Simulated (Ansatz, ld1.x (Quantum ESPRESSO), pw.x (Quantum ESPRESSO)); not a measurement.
**pw.x on bcc P: one setting changed**

Potential: norm-conserving Troullier–Martins (Kleinman–Bylander form), ld1.x (Quantum ESPRESSO) 7.5, PBEsol; core [Ne], reference 3s2 3p3; waves: 3s (bound): rc 1.30 bohr; 3p (bound): rc 1.65 bohr; 3d channel at -0.1 Ry: rc 1.50 bohr; local part: the d channel; core correction: Bessel-smoothed model core inside 0.70 bohr.

The reference run (k-mesh 15³, cutoffs 100/400 Ry, Fermi–Dirac 0.01 Ry, mixing_beta 0.4, conv_thr 1e-9, no spin) gives -1.92 GPa at 13.798 Å³/atom, where all-electron LAPW gives -1.04 GPa. This run, with its own iteration cap, changes occupations to fixed, a wrong or extreme entry chosen on purpose.

```
&control
  calculation='scf', prefix='x', pseudo_dir='./', outdir='./tmp', tstress=.true., disk_io='none'
/
&system
  ibrav=0, nat=1, ntyp=1, ecutwfc=100, ecutrho=400, nbnd=9,
  occupations='fixed'
/
&electrons
  conv_thr=1e-09, mixing_beta=0.4, electron_maxstep=70
/
ATOMIC_SPECIES
P 1.0 P.UPF
CELL_PARAMETERS angstrom
  -1.51095681 1.51095681 1.51095681
  1.51095681 -1.51095681 1.51095681
  1.51095681 1.51095681 -1.51095681
ATOMIC_POSITIONS crystal
P 0.0000 0.0000 0.0000
K_POINTS automatic
15 15 15 0 0 0
```

```bash
pw.x < P.scf.in > P.scf.out
```

Question: How does the run end?

Answer: It stops with "electrons: charge is wrong: smearing is needed".

```
Message from routine setup:
     the system is metallic, specify occupations
     Message from routine setup:
     using ibrav=0 with symmetry is DISCOURAGED, use correct ibrav instead
     lattice parameter (alat)  =       4.9455  a.u.
     unit-cell volume          =      93.1135 (a.u.)^3
     number of electrons       =         5.00
     number of Kohn-Sham states=            9
     kinetic-energy cutoff     =     100.0000  Ry
     charge density cutoff     =     400.0000  Ry
     scf convergence threshold =      1.0E-09
     Exchange-correlation= PBESOL
     number of k points=   120
     iteration #  1     ecut=   100.00 Ry     beta= 0.40
     Error in routine electrons (1):
     charge is wrong: smearing is needed
```

The run took about 3.8 s on one core of a shared host (Neoverse-V2, 32 threads, 247 GiB, load 19).
